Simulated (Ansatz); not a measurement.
# CH5BS: the cost of one run

Program: the Python package of Ansatz 0.2.0. Level of theory: B3LYP+D3(BJ)/6-31G*. These are calculated values, not measurements.

### Step 1. Starting point

Bond lengths: B1–S2 1.823 Å, S2–C3 1.808 Å, B1–H4 1.139 Å, B1–H5 1.211 Å, C3–H6 1.124 Å, C3–H7 1.164 Å, C3–H8 1.048 Å. Angles: B1–S2–C3 92.5°, S2–B1–H4 121.3°, S2–B1–H5 121.9°, H4–B1–H5 116.7°, S2–C3–H6 110.2°, S2–C3–H7 107.7°, S2–C3–H8 112.0°, H6–C3–H7 106.1°, H6–C3–H8 112.5°, H7–C3–H8 108.1°.

No structure file is read: the coordinates are typed or built in the script.

### Step 2. The code

The input, pa.py:

```python
# -*- coding: utf-8 -*-
"""Proton affinity of CH5BS at one site."""

import ansatz as az
import numpy as np

params = {
    "basis_set": "6-31G*",
    "functional": "b3lyp",
    "vdw": "d3bj",
    "charge": 1,
    "force_tol": 0.01,
}


def main():
    geometry_ang = [
        ("B", (-0.8531, 0.8206, -0.8732)),
        ("S", (0.8501, 0.177, -0.9667)),
        ("C", (0.7009, -0.6752, 0.6213)),
        ("H", (-1.7263, 0.251, -1.3315)),
        ("H", (-1.101, 1.9068, -0.3978)),
        ("H", (0.5409, 0.0696, 1.4477)),
        ("H", (1.7207, -1.1907, 0.8442)),
        ("H", (-0.04, -1.4163, 0.6002)),
    ]
    mol = az.Crystal.molecule()
    for symbol, xyz in geometry_ang:
        mol = mol.atom(symbol, xyz)

    base = (
        mol.calculation()
        .basis(gaussian=params["basis_set"])
        .functional(params["functional"], dispersion=params["vdw"])
    )
    symbols = [site.symbol for site in mol.cartesian_sites]
    start = np.array([site.position_ang for site in mol.cartesian_sites], dtype=float)
    rep = base.relax(force_tolerance=0.01, max_steps=100).run(threads=1).report
    end = np.array(rep["positions_ang"])

    # put the proton on the side away from the neighbours, slightly off axis
    away = sum((end[1] - end[j]) / np.linalg.norm(end[1] - end[j]) for j in [0, 2]) + np.array([0.15, 0.1, -0.2])
    proton = end[1] + 1.4 * away / np.linalg.norm(away)
    acid = az.Crystal.molecule()
    for symbol, place in zip(symbols, end):
        acid = acid.atom(symbol, place.tolist())
    acid = acid.atom("H", proton.tolist())
    protonated = acid.calculation()
    protonated = protonated.basis(gaussian=params["basis_set"])
    protonated = protonated.functional(params["functional"], dispersion=params["vdw"]).charge(params["charge"])
    protonated = protonated.relax(force_tolerance=params["force_tol"], max_steps=80)
    after = protonated.run(threads=1).report
    xyz = np.array(after["positions_ang"])
    reach = np.linalg.norm(xyz[:-1] - xyz[-1], axis=1)
    print(f"base {rep['free_energy_ev']:.5f} eV, protonated {after['free_energy_ev']:.5f} eV")
    print(f"the proton ends {reach.min():.3f} A from {symbols[reach.argmin()]}{reach.argmin()}")
    print(f"electronic proton affinity {96.485332 * (rep['free_energy_ev'] - after['free_energy_ev']):.1f} kJ/mol")


if __name__ == "__main__":
    main()
```

### Step 3. Launch

The run is started by

```bash
$ python pa.py
```

What time and memory should one allow on 1 thread of Arm Neoverse N1, shared host?

About 2.1 min, with a peak of 0.21 GiB.
